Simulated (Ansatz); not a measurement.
# HSiB, singlet in 6-31G: errors against full CI

Geometry: a PBE0/def2-TZVP stationary point for this spin, not checked as a minimum.

```
atom   x (Å)   y (Å)    z (Å)
  Si  0.0000  0.0000   0.1742
   B  0.0000  0.0000  -1.8643
   H  0.0000  0.0000   1.6901
```

Basis 6-31G; Ansatz 0.2.0. Only valence electrons are correlated (noble-gas cores frozen), which leaves 8 electrons in 18 orbitals. R marks a restricted (for open shells ROHF) determinant, U an unrestricted one. Active spaces: valence = (8e, 9o) chosen from the atoms' valence shells; pair = (2e, 2o) about the gap.

Full CI is exact within this basis and frozen core; it isn't the basis-set limit. The frozen core follows each run's orbitals, which can shift R against U totals by a few meV.

The determinant fills πx and πy unequally, so it is a mixture of Σ and Δ, which weighs on every level built on one determinant.

```
UHF ⟨S²⟩                            : 1.785
⟨S²⟩ of the determinant under UCCSD : 1.000
T1 diagnostic (RCCSD)               : 0.0431
largest doubles amplitude (RCCSD)   : 0.143
```

```
   level  E − E(RHF) (eV)
    RMP2          -2.3874
   RCCSD          -3.3744
RCCSD(T)          -3.5497
```

**Question.** Estimate how far full CI in 6-31G lies from RCCSD(T). The table doesn't fix it; the size of (T) and the diagnostics are the guide.

**Answer.** Full CI in 6-31G lies 14.0 kJ/mol below RCCSD(T), which is 83 % of the (T) step (-16.9 kJ/mol). More than one determinant leads, and the rest is a large part of (T). The miss exceeds 1 kcal/mol.

The other levels:

```json
{"level": "UHF†", "E − E(full CI) (kJ/mol)": "263.8", "share of correlation (%)": "–", "wall time": "0.45 s"}
{"level": "UMP2†", "E − E(full CI) (kJ/mol)": "69.1", "share of correlation (%)": "–", "wall time": "–"}
{"level": "CISD", "E − E(full CI) (kJ/mol)": "56.9", "share of correlation (%)": "84.04", "wall time": "0.36 s"}
{"level": "UCCSD*†", "E − E(full CI) (kJ/mol)": "-38.0", "share of correlation (%)": "–", "wall time": "–"}
{"level": "UCCSD(T)*†", "E − E(full CI) (kJ/mol)": "-60.1", "share of correlation (%)": "–", "wall time": "3 s"}
{"level": "BCCD(T)", "E − E(full CI) (kJ/mol)": "14.3", "share of correlation (%)": "95.98", "wall time": "0.39 s"}
{"level": "RCCSDT*", "E − E(full CI) (kJ/mol)": "6.5", "share of correlation (%)": "98.17", "wall time": "–"}
{"level": "UCCSDT*†", "E − E(full CI) (kJ/mol)": "-77.3", "share of correlation (%)": "–", "wall time": "–"}
{"level": "CISDTQ", "E − E(full CI) (kJ/mol)": "7.3", "share of correlation (%)": "97.94", "wall time": "1.7 s"}
{"level": "RCCSDT(Q)*", "E − E(full CI) (kJ/mol)": "2.4", "share of correlation (%)": "99.31", "wall time": "0.87 s"}
{"level": "UCCSDT(Q)*†", "E − E(full CI) (kJ/mol)": "-81.3", "share of correlation (%)": "–", "wall time": "6 s"}
{"level": "RCCSDTQ*", "E − E(full CI) (kJ/mol)": "0.5", "share of correlation (%)": "99.87", "wall time": "7.5 s"}
{"level": "UCCSDTQ*†", "E − E(full CI) (kJ/mol)": "-80.7", "share of correlation (%)": "–", "wall time": "30 s"}
{"level": "CASSCF (valence space)", "E − E(full CI) (kJ/mol)": "78.8", "share of correlation (%)": "77.89", "wall time": "–"}
{"level": "NEVPT2 (valence space)", "E − E(full CI) (kJ/mol)": "22.9", "share of correlation (%)": "93.58", "wall time": "6 s"}
{"level": "MRCISD (valence space)", "E − E(full CI) (kJ/mol)": "2.0", "share of correlation (%)": "99.45", "wall time": "–"}
{"level": "MRCISD+Q (valence space)", "E − E(full CI) (kJ/mol)": "0.2", "share of correlation (%)": "99.94", "wall time": "8 s"}
{"level": "MRCISD+Q(relaxed) (valence space)", "E − E(full CI) (kJ/mol)": "-0.5", "share of correlation (%)": "100.15", "wall time": "9 s"}
```

An asterisk marks runs whose energy the program itself flagged as in doubt. A dagger marks rows that describe another state than the reference (another or a broken symmetry, a higher spin or other natural occupations), so the difference isn't the method's error.

The correlation energy at full CI, counted from RHF, is -3.695 eV. That run took 19 s on 1 thread of Arm Neoverse V2, shared host over 2,341,648 determinants.

Run but not shown, since their state or frozen core can't be matched to the reference's or they repeat it: CASSCF (pair space), NEVPT2 (pair space).

Times hold each run's SCF and search for its determinant on a shared host, so for small cases they say little of a method's own cost; they ran on 1 thread of Arm Neoverse V2.

More than 5 meV below full CI, which no variational method can be: MRCISD+Q(relaxed) (valence space).

Unrestricted levels hold only the spin's projection, and here they fall towards a lower state of higher spin.

The full-CI state has the irrep A1 of C2v, in the program's axes (one component, if the state is degenerate).

Natural occupations of full CI about the gap: 1.968 1.949 1.849 0.979 0.953 0.087 0.082 0.081 0.018 0.007; effectively unpaired electrons, Σ n²(2−n)², 2.17. No single determinant describes this state well, so single-reference rows can miss without a flag.
